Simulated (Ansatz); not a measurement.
Cost and result for the atomization energy of C₇H₁₆, SMILES `CCC(C)C(C)C` (23 atoms, 22 bonds).

Z-matrix (Å, degrees):
```
C
C 1 1.520
H 1 1.092 2 112.0
H 1 1.092 2 111.1 3 -119.9
H 1 1.094 2 111.0 3 120.3
C 2 1.528 1 114.3 3 -64.2
H 2 1.096 1 109.0 3 174.3
H 2 1.096 1 109.2 3 58.8
C 6 1.539 2 111.4 1 -167.3
C 6 1.523 2 111.5 1 65.2
H 6 1.100 2 106.8 1 -52.0
C 9 1.523 6 112.0 2 166.3
C 9 1.523 6 113.7 2 -67.8
H 9 1.098 6 105.8 2 49.9
H 10 1.092 6 111.2 2 -61.7
H 10 1.094 6 111.2 2 58.0
H 10 1.092 6 111.9 2 178.7
H 12 1.093 9 111.4 6 -52.6
H 12 1.093 9 111.6 6 68.0
H 12 1.093 9 110.8 6 -172.6
H 13 1.093 9 111.3 6 -65.9
H 13 1.093 9 110.4 6 175.0
H 13 1.092 9 112.2 6 55.1
```

Total charge 0; spin multiplicity 1. The structure was optimised at the PBE0-D4/def2-TZVP level. It is one conformer, not always the lowest. Program: Ansatz. All runs use 3 threads of an AMD EPYC 7R13 on a shared host and a share of an NVIDIA H100 80 GB. Times are those of one run each, without the atoms' runs, and a repeat can differ threefold. Electronic energies, without spin–orbit coupling; frozen cores. CCSD(T)/CBS adds CCSD(T) − MP2 in def2-TZVPP to the MP2 limit, and its time is that of the two runs behind it. T1 = 0.009. B3LYP takes the VWN-RPA correlation (the form of Gaussian; ORCA's B3LYP/G).

CCSD(T)/CBS is a level of theory with its own doubt, some kJ/mol a heavy atom from the limit and from the frozen cores, so smaller differences don't rank the functionals.

| level | functions | wall time |
| --- | --- | --- |
| PBE0-D4/def2-TZVPP | 441 | 5 s |
| PBE-D4/def2-TZVPP (with forces) | 441 | 5.5 s |
| B2PLYP/def2-TZVPP | 441 | 6.5 s |
| B3LYP-D4/def2-TZVPP (with forces) | 441 | 7.5 s |
| ωB97X-V/def2-TZVPP | 441 | 8.5 s |
| r2SCAN-D4/def2-TZVPP (with forces) | 441 | 9 s |
| MP2/def2-QZVPP | 879 | 15 s |
| ωB97M-V/def2-TZVPP (with forces) | 441 | 15 s |
| CCSD(T)/def2-TZVPP | 441 | 35 s |
| CCSD(T)/CBS(def2) | – | 49 s |

**Question.** What atomization energy does each give, and how far from CCSD(T)/CBS? (Best estimate.)

**Answer.** The calculation gave: 
| level | atomization (kcal/mol) | difference from CCSD(T)/CBS | per bond |
| --- | --- | --- | --- |
| PBE0-D4/def2-TZVPP | 2199.5 | 14.4 | 0.7 |
| PBE-D4/def2-TZVPP (with forces) | 2218.8 | 33.7 | 1.5 |
| B2PLYP/def2-TZVPP | 2163.7 | -21.4 | -1.0 |
| B3LYP-D4/def2-TZVPP (with forces) | 2186.4 | 1.3 | 0.1 |
| ωB97X-V/def2-TZVPP | 2187.2 | 2.1 | 0.1 |
| r2SCAN-D4/def2-TZVPP (with forces) | 2188.4 | 3.3 | 0.1 |
| MP2/def2-QZVPP | 2183.1 | -2.0 | -0.1 |
| ωB97M-V/def2-TZVPP (with forces) | 2190.2 | 5.1 | 0.2 |
| CCSD(T)/def2-TZVPP | 2142.2 | -42.9 | -1.9 |
| CCSD(T)/CBS(def2) | 2185.1 | 0.0 | 0.0 |

In def2-TZVPP, CCSD(T) changes the Hartree–Fock value by +477.2 kcal/mol (the triples alone add +23.9 kcal/mol) and MP2 by +493.1 kcal/mol; breaking electron pairs costs correlation energy, which Hartree–Fock lacks. From PBE to PBE0 (25 % exact exchange), in def2-TZVPP and without D4, the atomization energy moves by −17.5 kcal/mol: exact exchange takes away binding that semilocal exchange gives to molecules. The D4 term adds +18.8 kcal/mol with B3LYP and +10.1 kcal/mol with PBE0; it sums over pairs of atoms, weighted by their polarisabilities, and B3LYP, whose exchange is more repulsive, gets the larger term.
